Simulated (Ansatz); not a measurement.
**BP (triplet): the correlation ladder at distance B1–P2 = 3.849 Å, 6-31G**

Aim: climb from Hartree-Fock through coupled cluster and multireference methods for BP (triplet) at one geometry and basis, and see what each rung misses.

Method: 6-31G, core rule «outside noble gas», up to 6 orbitals frozen; program: Ansatz 0.2.0, Gaussian basis.

The runs, in order: UHF; CCSD(T) on ROHF; CCSD(T) on UHF; BCCD(T) on ROHF; CISD as a restricted active space (open shells left free, so some higher excitations enter); CCSDT(Q) on ROHF; CCSDT(Q) on UHF; CISDTQ; CCSDTQ on ROHF; CCSDTQ on UHF; CASSCF and MRCISD+Q, 4 electrons in 4 orbitals; CASSCF and NEVPT2, 4 electrons in 4 orbitals; CASSCF and MRCISD+Q, 8 electrons in 8 orbitals; CASSCF and NEVPT2, 8 electrons in 8 orbitals; Full CI.

22 further runs of the same task are left out: 1 for a known fault of the program, 16 that didn't finish, 5 set aside as unsound or not needed. Runs told in other sessions of the task aren't counted.

### 1 The system

The geometry derives from a PBE0/def2-TZVP stationary point (not a proven minimum). One bond is set to the value named and the two fragments are kept rigid.

2 atoms, charge 0, spin multiplicity 3.

Atoms are counted from 1 here; the program's logs count them from 0.

No contacts short enough for the rule that draws bonds.

### 2 UHF

The input, in.yaml:

```yaml
crystal:
  periodic: [false, false, false]
  atoms:
    - {symbol: B, position_ang: [0.000000, 0.000000, 0.000000]}
    - {symbol: P, position_ang: [0.000000, 0.000000, 3.849000]}
basis:
  gaussian: {orbitals: 6-31G}
magnetization: {spin_polarized: true, initial_magnetization: 2}
hamiltonian: {xc: hf}
output: {orbitals: {seedname: orbitals}}
```

Run with:

```console
ansatz run in.yaml --threads 1 --pin off --events-out ev --progress --plain --max-ram 2393MiB
```

The runs that follow: CCSD(T) on ROHF; CCSD(T) on UHF; BCCD(T) on ROHF; CISD as a restricted active space (open shells left free, so some higher excitations enter); CCSDT(Q) on ROHF; CCSDT(Q) on UHF; CISDTQ; CCSDTQ on ROHF; CCSDTQ on UHF; CASSCF and MRCISD+Q, 4 electrons in 4 orbitals; CASSCF and NEVPT2, 4 electrons in 4 orbitals; CASSCF and MRCISD+Q, 8 electrons in 8 orbitals; CASSCF and NEVPT2, 8 electrons in 8 orbitals; Full CI.

Q: Predict the results of all the runs planned. Wanted: FCI from the RHF energy; RMP2 from FCI; UMP2 from FCI; RCCSD from FCI; RCCSD(T) from FCI; UCCSD(T) from FCI; RCCSDT(Q) from FCI; UCCSDT(Q) from FCI; NEVPT2 pair from FCI.

The runs gave:

```
                         quantity                                                                                                                                         value
          FCI from the ROHF energy                                                                                                                                    -4.0819 eV
                    RMP2 from FCI                                                                                                                                   +2011.8 meV
                    UMP2 from FCI                                                                                                                                    +712.7 meV
                   RCCSD from FCI                                                                                                                                     +83.2 meV
                RCCSD(T) from FCI                                                                                                                                     +20.2 meV
                UCCSD(T) from FCI                                                                                                                                     +30.3 meV
               RCCSDT(Q) from FCI                                                                                                                                      +5.9 meV
               UCCSDT(Q) from FCI                                                                                                                                      +0.2 meV
             NEVPT2 pair from FCI                                                                                                                                    +693.2 meV
           MRCISD+Q pair from FCI                                                                                                                                     -43.4 meV
          NEVPT2 valence from FCI                                                                                                                                    +264.8 meV
levels within 1 kcal/mol (43 meV)  RCCSD(T), UCCSD(T), BCCD(T), RCCSDT, UCCSDT, CISDTQ, RCCSDT(Q), UCCSDT(Q), RCCSDTQ, UCCSDTQ, MRCISD+Q pair, MRCISD valence, MRCISD+Q valence
                    T1 diagnostic                                                                                                                                         0.225
   effectively unpaired electrons                                                                                                                                          3.72
```

**Reading.** RCCSD(T) misses by +20.2 meV, 0.5 % of the correlation energy. MRCISD+Q pair falls below full CI: the +Q correction isn't variational, and the cores differ from full CI's. With 3.7 effectively unpaired electrons against 2 the state is strongly multireference. Coupled cluster on one determinant still stays close here. Of the multireference levels listed MRCISD+Q valence comes nearest in total energy (+2.7 meV), which doesn't show that its space is the better one. Coupled cluster took another determinant than the lowest Hartree-Fock one. These misses are within one basis, not against nature; the frozen cores of restricted and unrestricted runs differ, which can shift their rows.

Levels on UHF freeze UHF's core orbitals, full CI those of ROHF, so the U rows can settle a little off it for that reason alone.

With open shells the CI space here admits some higher excitations, so it is larger than plain CISD.
